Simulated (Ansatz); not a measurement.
System: bcc Mo. Method: r²SCAN in Ansatz (PAW).

Settings: plane-wave cutoff 600 eV, 28×28×28 k mesh, Fermi–Dirac smearing 0.089 eV (set by the program), no spin polarisation, scalar-relativistic PAW data made under PBE.

Computed at the level's own relaxed cell.

Hill averages of the elastic tensor: K = 272.0 GPa, G = 124.7 GPa. Volume 15.643 Å³/atom, mean atomic mass 95.940 u.

### Question
Work out the density, the sound velocities of a polycrystal and the elastic Debye temperature, and Pugh's ratio at this level.

### Answer
ρ = 1.66054 × 95.940/15.643 = 10.184 g/cm³. v_l = √[(K + 4G/3)/ρ] = 6.560 km/s and v_t = √(G/ρ) = 3.499 km/s. The mean follows from 3/v_m³ = 1/v_l³ + 2/v_t³: v_m = 3.909 km/s. Θ_D = (ħ/k_B) v_m (6π²/V)^(1/3) = 76.38 K Å s/km × 3.909 × 1.5585 Å⁻¹ = 465 K, counting all atoms of the cell. K/G = 2.18, to be set beside Pugh's rough bound of 1.75 between brittle and ductile metals.

Note: shear constants of such metals converge slowly with the k mesh.

Ansatz is a quantum-chemistry and plane-wave program.
